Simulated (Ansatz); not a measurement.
Relaxation of CH4BF (7 atoms, charge 0, multiplicity 1), to a largest force component of 0.03 eV/Å in at most 50 steps.

Computed with RKS PBE0/def2-SVP (Ansatz 0.2.0).

```xyz
7
Properties=species:S:1:pos:R:3
B 0.409 0.003 0.035
C 0.784 -0.021 1.558
H -0.035 -0.228 2.263
H 1.595 -0.753 1.714
H 1.228 0.960 1.808
H 1.325 0.145 -0.711
F -0.820 -0.106 -0.437
```

Question: Where does it end, and by what steps?

Answer: The forces met the threshold. After 5 steps the energy has fallen by 0.051 eV; H6 moved furthest, 0.12 Å.

```tsv
step	energy less start (eV)	largest force component (eV/Å)	accepted
0	0.0000	0.866	yes
1	-0.0431	0.356	yes
2	-0.0502	0.134	yes
3	-0.0481	0.278	no
4	-0.0512	0.036	yes
5	-0.0514	0.008	yes
```

```xyz
7
Properties=species:S:1:pos:R:3
B 0.454 0.011 0.044
C 0.793 -0.017 1.564
H -0.073 -0.215 2.211
H 1.577 -0.767 1.761
H 1.239 0.952 1.849
H 1.291 0.167 -0.822
F -0.796 -0.131 -0.376
```

Whether the end is a true minimum wasn't checked by a vibrational analysis.

Run time: 3.9 s on 1 thread of AMD EPYC 9R45 96-Core Processor (Zen 5), on a shared host, peak memory 0.14 GiB.
